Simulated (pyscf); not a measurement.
This saddle point was located with ωB97X-D3(BJ)/def2-SVP in PySCF.

```
C
C 1 1.3378
H 2 1.0917 1 118.89
H 2 1.0930 3 118.64 1 -180.00
H 1 1.0937 2 123.47 3 0.00
H 1 1.4764 5 107.50 2 -134.31
B 6 1.2508 1 81.51 5 -94.24
H 7 1.2057 6 101.05 1 -121.36
H 7 1.2508 8 101.04 6 -110.33
Cl 7 1.8079 8 122.93 9 -124.84
```

Surface: singlet, charge 0. Lowest wavenumbers (cm⁻¹): 1098i, 179, 226, 362, 551.

**Question.** Which two sides does it connect, and which bonds change?

**Answer.** H₂B–Cl (SMILES BCl) + H₂C=CH₂ (SMILES C=C) ⇌ H₂B–Cl (SMILES BCl) + H₂C=CH₂ (SMILES C=C), a four-centre exchange read from left to right: B–H, C–H broken and B–H, C–H formed. At CCSD(T)/def2-TZVPP + ΔMP2(QZVPP) it lies +1.88 eV from the left side and +1.88 eV from the right (each side as separated species at their lowest minima found). At the saddle there is also a short B–C contact that neither side keeps. One saddle was located; it need not be the lowest between these sides. The CCSD(T) − MP2 part came from Ansatz, without density fitting, on the same reference.
